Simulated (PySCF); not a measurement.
C5H9 (doublet state).
Z-matrix (Å and degrees, GFN2-xTB geometry), rows numbered from 1:
```
C 
C   1  1.4679
C   2  1.5551  1  112.84
C   3  1.4916  2  110.75  1   -65.09
C   4  1.3199  3  124.49  2  -114.53
H   1  1.0734  2  119.81  3   -61.02
H   1  1.0714  2  121.54  3   112.83
H   2  1.0981  1  110.09  3   118.18
H   2  1.0910  1  110.74  3  -122.01
H   3  1.0926  2  108.33  1    55.34
H   3  1.0914  2  108.93  1   173.46
H   4  1.0826  3  114.99  2    63.99
H   5  1.0766  4  122.12  3   179.31
H   5  1.0781  4  121.70  3    -1.06
```

The hyperfine couplings belong to this conformer and change with its torsions.

Identity: `[CH2]CCC=C` [radical].

Level of theory: UKS B3LYP, pcH-1 on C H, non-relativistic, mean-field spin-orbit, GIAO in PySCF. The structure is a single GFN2-xTB conformer in the gas phase; no vibrational or solvent corrections. The geometry wasn't refined by DFT: couplings that depend on bond lengths, twists or pyramidal angles can differ widely from those at the functional's own minimum. The SCF solution wasn't tested for stability.

The largest Mulliken spin populations are on C1 (+1.08) and C2 (-0.09). No atom but C1 exceeds +0.15. The angles at C1 add up to 359.7°, so it is planar; its axial dipolar tensor and the negative couplings of its protons fit spin in a p orbital normal to that plane.

(1) Find Q in a(H) = Q·ρ(C) for the protons on the planar carbons that carry spin.

(2) How do the β-proton couplings of this frozen conformer go with θ, the angle between the C–H bond and the normal to the plane of the spin centre's three neighbours, both seen down the bond from centre to carbon?

Answers

(1) 
```json
{"H": "H6", "C": "C1", "ρ(C)": "+1.075", "a(H) (G)": "-22.28", "a/ρ (G)": "-20.7"}
{"H": "H7", "C": "C1", "ρ(C)": "+1.075", "a(H) (G)": "-22.95", "a/ρ (G)": "-21.3"}
```

These protons share one ρ (within 0.01), so their mean ratio, Q = -21.0 G, is no test of linearity. In McConnell's picture π spin on carbon polarises the C–H bond and leaves opposite spin at the proton, which makes Q negative, as found here.

(2) 
```tsv
β H	on	centre	θ (°)	cos²θ	a (G)
H8	C2	C1	36	0.66	+38.49
H9	C2	C1	84	0.01	+1.26
```

Couplings in gauss use g_iso = 2.0026.
